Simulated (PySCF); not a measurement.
# How the numerical set-up moves the result for PH⁻

The method stays; parts of the set-up, such as the basis or the Hamiltonian, are changed.

Computed with PySCF 2.14.0. Level: each script names its method and basis.

### 1 Where the work starts

PH⁻: 2 atoms, charge -1, spin multiplicity 2.

Bond lengths: P1–H2 1.337 Å.

### 2 The run that the others are compared with

input.py reads:

```python
from pyscf import gto, scf

mol = gto.M(
    atom='P 0 0 0; H 0 0 1.337',
    basis='6-31g',
    charge=-1,
    spin=1,
    verbose=4,
)
mf = scf.ROHF(mol)
mf = mf.density_fit(auxbasis='def2-universal-jkfit')
mf.kernel()
mf.dip_moment()
print('orbital energies (hartree):', mf.mo_energy[..., max(0, mol.nelec[1]-3):mol.nelec[0]+3].round(4))
```

The run is started by

```console
$ OMP_NUM_THREADS=1 python input.py
```

Its log is not repeated here.

It gives: E(SCF) = -341.216580 Eh, 7 cycles.

The bond length is a typed value, not an optimised one. The dipole of an ion depends on the origin.

### 3 Jorge-tzp-dkh (X2C on)

Run 1 changes basis set: 6-31g → jorge-tzp-dkh; spin-free X2C: off → on.

input.py reads:

```python
from pyscf import gto, scf

mol = gto.M(
    atom='P 0 0 0; H 0 0 1.337',
    basis='jorge-tzp-dkh',
    charge=-1,
    spin=1,
    verbose=4,
)
mf = scf.ROHF(mol)
mf = mf.sfx2c1e()
mf = mf.density_fit(auxbasis='def2-universal-jkfit')
mf.kernel()
mf.dip_moment()
print('orbital energies (hartree):', mf.mo_energy[..., max(0, mol.nelec[1]-3):mol.nelec[0]+3].round(4))
```

The run is started by

```console
$ OMP_NUM_THREADS=1 python input.py
```

### 4 6-311++g**

Run 2 changes basis set: 6-31g → 6-311++g**.

Edit input.py of step 2 so:

```diff
@@ -4,3 +4,3 @@
     atom='P 0 0 0; H 0 0 1.337',
-    basis='6-31g',
+    basis='6-311++g**',
     charge=-1,
```

### 5 Density fitting none

Run 3 changes density fitting: def2-universal-jkfit → none.

Edit input.py of step 2 so:

```diff
@@ -10,3 +10,2 @@
 mf = scf.ROHF(mol)
-mf = mf.density_fit(auxbasis='def2-universal-jkfit')
 mf.kernel()
```

### 6 Minao

Run 4 changes basis set: 6-31g → minao.

Edit input.py of step 2 so:

```diff
@@ -4,3 +4,3 @@
     atom='P 0 0 0; H 0 0 1.337',
-    basis='6-31g',
+    basis='minao',
     charge=-1,
```

Before running it: what results should come out? Wanted: for each run, E(SCF); from base.

As calculated:

| run | E(SCF) (hartree) | from base (eV) | cycles | functions |
| --- | --- | --- | --- | --- |
| base | -341.216580 | 0 | 7 | 15 |
| jorge-tzp-dkh (X2C on) | -342.083248 | not comparable | 8 | 54 |
| 6-311++g** | -341.274467 | -1.5752 | 9 | 37 |
| density fitting none | -341.216559 | +0.0006 | 7 | 15 |
| minao | -341.192418 | +0.6575 | 6 | 10 |

In words: Of the runs whose energies can be compared, “6-311++g**” moves the SCF energy most (-1.575 eV). 6-311++g** (37 functions) gives an energy 1.58 eV lower than 6-31g (15). minao (10 functions) gives an energy 0.66 eV higher than 6-31g (15).
